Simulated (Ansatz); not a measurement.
Which isomer of CH5NSi gives these data?

These gas-phase data were calculated for one isomer of CH5NSi at BLYP-D3(BJ)/def2-SVP (harmonic, unscaled wavenumbers; equilibrium rotational constants with average atomic masses):

* rotational constants: 40.66, 5.386, 4.906 GHz
* all wavenumbers above 1500 cm⁻¹: 3441, 3026, 2977, 2921, 1913

Candidates:

(1) `C[Si]N`, a singlet
(2) `CN[SiH]`, a singlet
(3) `C=N[SiH3]`, a singlet

Problem. Which structure fits?

Solution. Candidate (2). The band at 3441 cm⁻¹ lies where the N–H stretch is expected; (3) has no mode between 3250 and 3800 cm⁻¹. 1 mode lies between 3250 and 3800 cm⁻¹, one for each N–H bond, while (1) has 2.

The same quantities for all candidates:

|  | rotational constants (GHz) | wavenumbers above 1500 cm⁻¹ | E above the lowest, BLYP-D3(BJ)/def2-SVP (kcal/mol) |
| --- | --- | --- | --- |
| (1) | 18.92, 7.285, 5.438 | 3513, 3400, 3012, 2998, 2921 | 0.0 |
| (2) | 40.66, 5.386, 4.906 | 3441, 3026, 2977, 2921, 1913 | 12.4 |
| (3) | 41.07, 5.623, 5.254 | 2949, 2841, 2183, 2183, 2107, 1694 | 11.4 |

Each candidate is one conformer. Programs: Ansatz 0.2.0.
